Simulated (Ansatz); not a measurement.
Reaction: C2H5NO (SMILES C(C)(N)=O) → CH2NO (SMILES N[C]=O, doublet) + CH3 (SMILES [CH3], doublet) (the C-C bond breaks)
Each species at its own B3LYP-D3(BJ)/def2-TZVP minimum (Ansatz, a first-principles code), one conformer.

Property: bond dissociation energy (electronic), in kcal/mol. Radicals and triplets start from unrestricted determinants; spin-orbit coupling is neglected. CBS(X,Y): correlation extrapolated as X^-3, Hartree-Fock from the larger set. A bracket is a step between two methods taken in the basis named. Functionals run without relativity, which enters their misses. Double hybrids freeze cores in their MP2 part. '+ core + X2C': CCSD(T) terms for core correlation (cc-pwCVTZ) and scalar relativity (cc-pVTZ-DK).

CCSD(T)/CBS(cc-pVTZ,cc-pVQZ) + [CCSDT(Q) - CCSD(T)]/cc-pVDZ + core + X2C (Ansatz) gives 93.2 kcal/mol.

Problem. What does PBE/def2-TZVPD (Ansatz) give here, and how do the other levels compare?

Solution. PBE gives 89.2 kcal/mol, 4.0 kcal/mol below it. Differences of the others: r2SCAN/def2-TZVPD (Ansatz) -7.5; PBE0/def2-TZVPD (Ansatz) -3.3; wB97M-V/def2-TZVPD (Ansatz) 0.2; B2PLYP/def2-TZVPD (Ansatz) -4.8; CCSD(T)/CBS(cc-pVTZ,cc-pVQZ) + core + X2C (Ansatz) 0.2 kcal/mol. Nearer than PBE: PBE0/def2-TZVPD, wB97M-V/def2-TZVPD, CCSD(T)/CBS(cc-pVTZ,cc-pVQZ) + core + X2C.
